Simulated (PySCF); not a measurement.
CH6Si, SMILES C[SiH3] (connectivity only; charge and spin as stated), charge +1, multiplicity 2. Atoms are numbered in the order given.

```xyz
8

Si     0.0000     0.0000     0.7827
C      0.0000     0.0000    -1.4957
H     -1.2612     0.7282     0.9740
H      1.2612     0.7282     0.9740
H      0.0000    -1.4564     0.9740
H     -0.9332    -0.5388    -1.6351
H      0.9332    -0.5388    -1.6351
H      0.0000     1.0776    -1.6351
```
Charge +1, spin multiplicity 2.

Coordinates come from a B3LYP-D3(BJ)/def2-TZVP optimisation. The multiplicity is an assumed one; other spin states were not compared. The isomer is the one that the SMILES or the coordinates give; other isomers of the formula were not compared.

All values below come from PySCF with B3LYP/pcH-1.

Unrestricted Kohn–Sham, ⟨S²⟩ = 0.752. Hyperfine tensors hold the contact and dipolar terms, without spin-orbit corrections.

Question: Estimate the hyperfine couplings. (An estimate is asked for; the answer gives what the named calculation found.)

Answer: 
```
nucleus     A(iso) (MHz)  A(iso) (G)  dipolar principal values (MHz)
----------  ------------  ----------  ------------------------------
29Si no. 1           8.3         3.0               -77.9, 38.9, 38.9
13C no. 2           46.9        16.7             -58.7, -58.7, 117.4
1H no. 3            32.0        11.4                  -6.6, 0.6, 6.0
1H no. 4            32.0        11.4                  -6.6, 0.6, 6.0
1H no. 5            32.0        11.4                  -6.6, 0.6, 6.0
1H no. 6           -16.0        -5.7               -29.5, -2.6, 32.2
1H no. 7           -16.0        -5.7               -29.5, -2.6, 32.2
1H no. 8           -16.0        -5.7               -29.5, -2.6, 32.2
```

Question: And the g tensor (effective nuclear charges for spin-orbit coupling, GIAO)? (Estimate from the structure and the level; the computed values follow.)

Answer: principal values 2.0023, 2.0078, 2.0078; isotropic 2.0059.
